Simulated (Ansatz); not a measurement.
Input file:

```yaml
crystal:
  periodic: [false, false, false]
  atoms:
    - {symbol: Si, position_ang: [0.000000, -0.052771, 0.003427]}
    - {symbol: H, position_ang: [0.000000, 0.765540, -1.377294]}
    - {symbol: H, position_ang: [0.000000, 0.704881, 1.281801]}
basis:
  gaussian: {orbitals: cc-pVDZ}
magnetization: {spin_polarized: false, initial_magnetization: 2}
correlation: {method: fic_mrcisd_q_relaxed, electrons: valence, active_space: {window: {electrons: 2, orbitals: 7}, states: [{multiplicity: 3, weights: [0.5, 1, 1]}], root: 2}}
scf: {lower_state_search: off}
```

```sh
$ ansatz run in.yaml --threads 1 --pin off --events-out ev --progress --plain --max-ram 2393MiB
```

The program prints:

```
these checks for a lower state are left out or cut short: stability, starts, cluster_reference, orbital_swaps, neighbouring_geometries, increment
506 factors; integrals over basis functions are off by at most 1.7e-7 eV
mean field evaluation 1: about -7890.7738 eV, gradient 7.3e0 eV
mean field evaluation 2: about -7890.7748 eV, gradient 7.3e0 eV
mean field evaluation 4: about -7891.4382 eV, gradient 6.0e-1 eV
mean field evaluation 8: about -7891.4438 eV, gradient 4.4e-4 eV
mean field -7891.44378458 eV, -290.0052100707 hartree, gradient 2.5e-6 eV, S^2 2.000000; 0 other end points of the search recorded, 0 dependent functions left out
reference -7891.44378458 eV, -290.0052100707 hartree; 9, 7 occupied and 19, 21 virtual orbitals, 506 factors
state -7891.45900069 eV, -290.0057692524 hartree
state -7886.62634441 eV, -289.8281724099 hartree
state -7886.07659150 eV, -289.8079693630 hartree
contracted CI cycle   1: correlation 0.00000000 eV, 0.0000000000 hartree, residual 1.12e1 eV
contracted CI cycle   2: correlation -2.45786102 eV, -0.0903247263 hartree, residual 1.95e0 eV
contracted CI cycle   3: correlation -2.54740981 eV, -0.0936155838 hartree, residual 5.63e-1 eV
contracted CI cycle   4: correlation -2.55489894 eV, -0.0938908043 hartree, residual 1.61e-1 eV
contracted CI cycle   5: correlation -2.55559794 eV, -0.0939164922 hartree, residual 5.14e-2 eV
contracted CI cycle   6: correlation -2.55566707 eV, -0.0939190325 hartree, residual 1.73e-2 eV
...
contracted CI cycle   6: correlation -2.73063124 eV, -0.1003488472 hartree, residual 3.32e-1 eV
contracted CI cycle   7: correlation -2.73646655 eV, -0.1005632910 hartree, residual 2.08e-1 eV
contracted CI cycle   8: correlation -2.73841672 eV, -0.1006349582 hartree, residual 1.13e-1 eV
contracted CI cycle   9: correlation -2.73886561 eV, -0.1006514545 hartree, residual 5.44e-2 eV
contracted CI cycle  10: correlation -2.73897495 eV, -0.1006554727 hartree, residual 2.78e-2 eV
contracted CI cycle  11: correlation -2.73899911 eV, -0.1006563609 hartree, residual 1.05e-2 eV
contracted CI cycle  12: correlation -2.73900282 eV, -0.1006564972 hartree, residual 4.89e-3 eV
contracted CI cycle  13: correlation -2.73900378 eV, -0.1006565323 hartree, residual 2.50e-3 eV
contracted CI cycle  14: correlation -2.73900398 eV, -0.1006565397 hartree, residual 9.68e-4 eV
contracted CI cycle  15: correlation -2.73900401 eV, -0.1006565408 hartree, residual 3.54e-4 eV
state -7886.07659150 eV, -289.8079693630 hartree; corrected -7889.08200824 eV, -289.9184163908 hartree
Total energy: -7889.08200824 eV, -289.9184163908 hartree
Checks for a lower state left out: stability, starts, cluster_reference, orbital_swaps, neighbouring_geometries, increment
```

Ran on 1 thread of Arm Neoverse V2, shared host: 2.3 s wall, 0.17 GiB peak host memory.
